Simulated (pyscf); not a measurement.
# Atom transfer: `[CH3][C]([F])([F])[F]` + `[H]` [doublet] → `[CH3][C]([F])[F]` [doublet] + `[FH]`

Gas phase, doublet surface, charge 0. Bonds broken: C2–F3. Bonds formed: F3–H9. PySCF, gas phase, ωB97X-D3(BJ)/def2-SVP geometries.

Transition state (Å):

```xyz
9

C     -0.7095     0.0568     0.8372
C      0.5353    -0.7332     0.6343
F      1.8396     0.2182     1.2349
F      0.6086    -1.8564     1.3278
F      0.8568    -0.9631    -0.6273
H     -0.6325     1.0053     0.2902
H     -0.8405     0.2620     1.9074
H     -1.5803    -0.5090     0.4650
H      2.8108     0.8461     1.6432
```

One imaginary mode, 1934i cm⁻¹; descent along it reached the two sides named.

```
bond   change  reactant side (Å)  saddle  product side
-----  ------  -----------------  ------  ------------
C2–F3  breaks              1.344   1.723           2.9
F3–H9   forms                3.3   1.226         0.933
```

Electronic energies relative to the separated reactants (kJ/mol):

| level | barrier | reaction energy | reverse barrier |
|---|---|---|---|
| ωB97X-D3(BJ)/def2-TZVP | 168.7 | -36.8 | 205.5 |
| PBE/def2-TZVP | 104.7 | -42.1 | 146.8 |
| r²SCAN/def2-TZVP | 115.3 | -44.1 | 159.4 |
| B3LYP-D3(BJ)/def2-TZVP | 122.1 | -54.6 | 176.7 |
| PBE0-D3(BJ)/def2-TZVP | 142.6 | -38.6 | 181.2 |
| M06-2X/def2-TZVP | 167.9 | -32.8 | 200.7 |
| ωB97M-D3(BJ)/def2-TZVP | 159.6 | -35.6 | 195.2 |
| HF/def2-TZVP | 254.4 | -34.5 | 288.9 |

With ωB97M-D3(BJ)/def2-TZVP energies and thermal terms (ideal gas, 1 atm, RRHO with modes under 100 cm⁻¹ raised to 100, one conformer, R ln 2 for rigid chiral ones), in kJ/mol:

```tsv
T (K)	ΔH‡	ΔG‡	ΔH	ΔG
298	156.8	180.5	-23.8	-42.1
600	155.9	204.9	-26.0	-60.0
900	154.9	229.7	-29.5	-76.3
1200	153.8	254.8	-33.4	-91.2
```

This is the saddle that the search found; another between the same sides may lie lower. The angle at the transferred F is 177°.
